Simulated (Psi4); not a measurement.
# Si2H6O (disiloxane): MP2/cc-pV(T+d)Z (density fitting, density fitting for correlation, sweep point 4)

Aim: the vertical ionisation energy of Si2H6O (disiloxane) at MP2/cc-pV(T+d)Z (density fitting, density fitting for correlation, sweep point 4), from 2 runs. 

The results are computed with Psi4 1.11.

### 1 Starting point

Si2H6O has 9 atoms, charge 0, and is taken as a singlet. SMILES: `[SiH3]O[SiH3]`. Geometry: relaxed at PBE0-D4/def2-TZVP.

Bond lengths: Si1–O2 1.634 Å, O2–Si3 1.634 Å, Si1–H4 1.487 Å, Si1–H5 1.483 Å, Si1–H6 1.487 Å, Si3–H7 1.483 Å, Si3–H8 1.486 Å, Si3–H9 1.487 Å. Some angles: Si1–O2–Si3 147.2°, O2–Si1–H4 110.2°, O2–Si1–H5 108.3°, O2–Si1–H6 110.2°, O2–Si3–H7 108.3°, O2–Si3–H8 110.2°, O2–Si3–H9 110.2°, H4–Si1–H5 109.6°, H4–Si1–H6 109.0°, H5–Si1–H6 109.6°.

### 2 A single-point energy at MP2/cc-pV(T+d)Z (density fitting, density fitting for correlation, sweep point 4)

File input.in:

```
memory 1.6 GB

molecule molecule1 {
  Si    -0.710290     1.052660    -0.919520
  O      0.425550     0.090990    -0.245380
  Si     0.775570    -1.038810     0.881750
  H     -1.787270     0.226580    -1.525660
  H     -0.060640     1.872420    -1.970220
  H     -1.306170     1.942760     0.111330
  H      2.224270    -1.343130     0.800010
  H     -0.009310    -2.275600     0.628780
  H      0.448290    -0.527870     2.238910
  symmetry c1
}

set {
  reference       rhf
  puream          true
  scf_type        df
  num_frozen_docc 11
}

energy('mp2/cc-pV(T+d)Z')
```

Started as:

```console
psi4 -n 1 input.in input.out
```

input.out, shortened:

```text
[...]
  Running in c1 symmetry.
[...]
  Nuclear repulsion =  159.419028914662164
[...]
  Multiplicity = 1
[...]
  Nalpha       = 21
  Nbeta        = 21
[...]
    Number of basis functions: 192
[...]
   @DF-RHF iter   1:  -656.27069639469778   -7.53793e-01   2.39836e-03 ADIIS/DIIS
[...]
   @DF-RHF iter  10:  -656.37313727613878   -8.29914e-12   2.89094e-09 DIIS
[...]
    Orbital Energies [Eh]
    ---------------------
    Doubly Occupied:
       1A    -68.799623     2A    -68.799622     3A    -20.558939
       4A     -6.143422     5A     -6.143415     6A     -4.250538
       7A     -4.250534     8A     -4.249844     9A     -4.249837
      10A     -4.249831    11A     -4.249826    12A     -1.341642
      13A     -0.793597    14A     -0.681853    15A     -0.596118
      16A     -0.587941    17A     -0.587322    18A     -0.485937
      19A     -0.485341    20A     -0.454164    21A     -0.450936
[...]
  @DF-RHF Final Energy:  -656.37313727613878
   => Energetics <=
    Nuclear Repulsion Energy =            159.4190289146621637
    One-Electron Energy =               -1226.7637694427346560
    Two-Electron Energy =                 410.9716032519335727
    Total Energy =                       -656.3731372761387775
[...]
 Multipole Moments:
 ------------------------------------------------------------------------------------
     Multipole            Electronic (a.u.)      Nuclear  (a.u.)        Total (a.u.)
 ------------------------------------------------------------------------------------
 L = 1.  Multiply by 2.5417464519 to convert [e a0] to [Debye]
 Dipole X            :          0.9378955           -1.0486308           -0.1107353
 Dipole Y            :          0.2003747           -0.2239048           -0.0235301
 Dipole Z            :         -0.5410400            0.6050292            0.0639893
 Magnitude           :                                                    0.1300408
[...]
```

Wall time 6.9 s (1 thread of Intel Xeon at 2.70GHz, shared host); peak memory 0.42 GiB.

### 3 The doublet cation, same level

File input.inp:

```
memory 1600 MB

molecule mol {
  1 2
  Si    -0.710290     1.052660    -0.919520
  O      0.425550     0.090990    -0.245380
  Si     0.775570    -1.038810     0.881750
  H     -1.787270     0.226580    -1.525660
  H     -0.060640     1.872420    -1.970220
  H     -1.306170     1.942760     0.111330
  H      2.224270    -1.343130     0.800010
  H     -0.009310    -2.275600     0.628780
  H      0.448290    -0.527870     2.238910
  units angstrom
  symmetry c1
}

set globals {
  basis           cc-pV(T+d)Z
  reference       uhf
  puream          true
  scf_type        df
  num_frozen_docc 11
  maxiter         100
}

result, w = energy('mp2', return_wfn=True)
```

Started as:

```console
psi4 -i input.inp -o input.out -n 1
```

input.out, shortened:

```text
[...]
  Running in c1 symmetry.
[...]
  Nuclear repulsion =  159.419028914662164
[...]
  Multiplicity = 2
[...]
  Nalpha       = 21
  Nbeta        = 20
[...]
    Number of basis functions: 192
[...]
   @DF-UHF iter   1:  -655.84992849663786   -3.33025e-01   2.07120e-03 ADIIS/DIIS
[...]
   @DF-UHF iter  23:  -655.98202397624902   -1.58025e-11   3.98428e-09 DIIS
[...]
   @S^2 Observed:                7.715815145E-01
[...]
    Orbital Energies [Eh]
    ---------------------
    Alpha Occupied:
       1A    -69.021146     2A    -69.021146     3A    -20.972869
       4A     -6.369352     5A     -6.369344     6A     -4.477439
       7A     -4.477436     8A     -4.474245     9A     -4.474237
      10A     -4.474034    11A     -4.474020    12A     -1.760604
      13A     -1.122456    14A     -1.030680    15A     -0.966262
      16A     -0.885105    17A     -0.851770    18A     -0.705052
      19A     -0.698518    20A     -0.688637    21A     -0.678932
    Alpha Virtual:
      22A     -0.093142    23A     -0.032900    24A     -0.022381
      25A     -0.014408    26A     -0.011791    27A      0.001372
[...]
  @DF-UHF Final Energy:  -655.98202397624902
   => Energetics <=
    Nuclear Repulsion Energy =            159.4190289146621637
    One-Electron Energy =               -1216.1418757151359387
    Two-Electron Energy =                 400.7408228242246651
    Total Energy =                       -655.9820239762490246
  UHF NO Occupations:
  HONO-2 :   19  A 1.9983567
  HONO-1 :   20  A 1.9939537
[...]
 Multipole Moments:
 ------------------------------------------------------------------------------------
     Multipole            Electronic (a.u.)      Nuclear  (a.u.)        Total (a.u.)
 ------------------------------------------------------------------------------------
 L = 1.  Multiply by 2.5417464519 to convert [e a0] to [Debye]
 Dipole X            :          0.8663096           -1.0486308           -0.1823213
 Dipole Y            :          0.1697870           -0.2239048           -0.0541178
 Dipole Z            :         -0.5174611            0.6050292            0.0875681
 Magnitude           :                                                    0.2093751
[...]
```

Run time: 12 s. Hardware: 1 thread of Intel Xeon at 2.70GHz, shared host; peak memory 0.42 GiB.

### 4 Outcome

Level: MP2/cc-pV(T+d)Z (density fitting, density fitting for correlation, sweep point 4), 11 core orbitals frozen.

| quantity | value |
| --- | --- |
| singlet Si2H6O: total energy | -656.86384 Eh |
| singlet Si2H6O: HOMO energy (Hartree–Fock orbitals) | -12.27 eV |
| singlet Si2H6O: LUMO energy (Hartree–Fock orbitals) | 3.15 eV |
| singlet Si2H6O: HOMO–LUMO gap (Hartree–Fock orbitals) | 15.42 eV |
| singlet Si2H6O: correlation energy (11 core orbitals frozen) | -490.7 mEh |
| doublet cation: total energy | -656.41930 Eh |
| doublet cation: HOMO energy (Hartree–Fock orbitals) (highest over α and β) | -18.15 eV |
| doublet cation: LUMO energy (Hartree–Fock orbitals) (lowest over α and β) | -8.35 eV |
| doublet cation: correlation energy (11 core orbitals frozen) | -437.3 mEh |
| doublet cation: ⟨S²⟩ of the reference determinant | 0.772 |
| vertical ionisation energy (to the doublet cation) | 12.097 eV |

What this shows: The vertical ionisation energy comes to 12.10 eV (1167 kJ/mol).
